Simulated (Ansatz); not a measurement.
Si2H7F, singlet: at the start structure of a reaction step.

in.yaml

```yaml
crystal:
  periodic: [false, false, false]
  atoms:
    - {symbol: Si, position_ang: [-1.160892, 0.241677, -0.685177]}
    - {symbol: Si, position_ang: [0.682283, -1.060786, -0.061536]}
    - {symbol: H, position_ang: [-1.969832, -0.548666, -1.651923]}
    - {symbol: H, position_ang: [-1.991120, 0.556286, 0.504180]}
    - {symbol: H, position_ang: [-0.704992, 1.493888, -1.338592]}
    - {symbol: H, position_ang: [1.095900, 1.270198, 1.401397]}
    - {symbol: F, position_ang: [0.691634, 2.092254, 1.541729]}
    - {symbol: H, position_ang: [1.564669, -0.336009, 0.910097]}
    - {symbol: H, position_ang: [0.258482, -2.315319, 0.612533]}
    - {symbol: H, position_ang: [1.533869, -1.393623, -1.232806]}
basis:
  gaussian: {orbitals: def2-SVP}
correlation: {method: ccsd_t}
```

Run by:

```bash
ansatz run in.yaml --threads 4 --pin off --events-out ev --progress --plain --max-ram 9574MiB
```

The run's output (Ansatz 0.2.0):

```
Functional definition: HF
  name "HF"
  cite "Fock, Z. Phys. 61, 126 (1930) doi:10.1007/BF01340294"
  parent pbe
  exchange = exact_x
  correlation = 0
821 factors; integrals over basis functions are off by at most 1.4e-3 eV
mean field evaluation 1: about -18531.3879 eV, gradient 2.7e1 eV
mean field evaluation 2: about -18531.4009 eV, gradient 2.7e1 eV
mean field evaluation 4: about -18533.3984 eV, gradient 2.6e0 eV
mean field evaluation 8: about -18533.4346 eV, gradient 9.1e-2 eV
mean field evaluation 16: about -18533.0826 eV, gradient 1.4e1 eV
mean field -18533.43469825 eV, -681.0911627474 hartree, gradient 8.6e-7 eV, S^2 0.000000; 0 other end points of the search recorded, 0 dependent functions left out
11 core orbitals not correlated: weight in the atoms' cores, before any rotation towards them, 1.000 or more for the frozen orbitals, at most 0.000 for the correlated occupied ones
reference -18533.43469825 eV, -681.0911627474 hartree; 11, 11 occupied and 63, 63 virtual orbitals, 821 factors
second order -11.31964210 eV of doubles, -0.00000000 eV of singles
cycle   1  -12.36436764 eV  change    -1.0e0 eV  update   8.0e-2
cycle   2  -12.78481585 eV  change   -4.2e-1 eV  update   2.6e-2
cycle   3  -12.82166697 eV  change   -3.7e-2 eV  update   8.2e-3
cycle   4  -12.81866517 eV  change    3.0e-3 eV  update   2.6e-3
cycle   5  -12.81792717 eV  change    7.4e-4 eV  update   7.7e-4
cycle   6  -12.81769219 eV  change    2.3e-4 eV  update   2.5e-4
cycle   7  -12.81759236 eV  change    1.0e-4 eV  update   6.6e-5
cycle   8  -12.81758050 eV  change    1.2e-5 eV  update   2.1e-5
perturbative correction -0.22284495 eV, -0.0081894008 hartree
Total energy: -18546.47512370 eV, -681.5703895435 hartree
```

The lines “mean field evaluation” count trial sets of orbitals through the whole run, from several starts and some on an approximate energy, so they need not fall steadily or lie above the final value.

Hardware: 4 CPU threads of an Arm Neoverse V1, shared host. Wall time about 1.2 s.
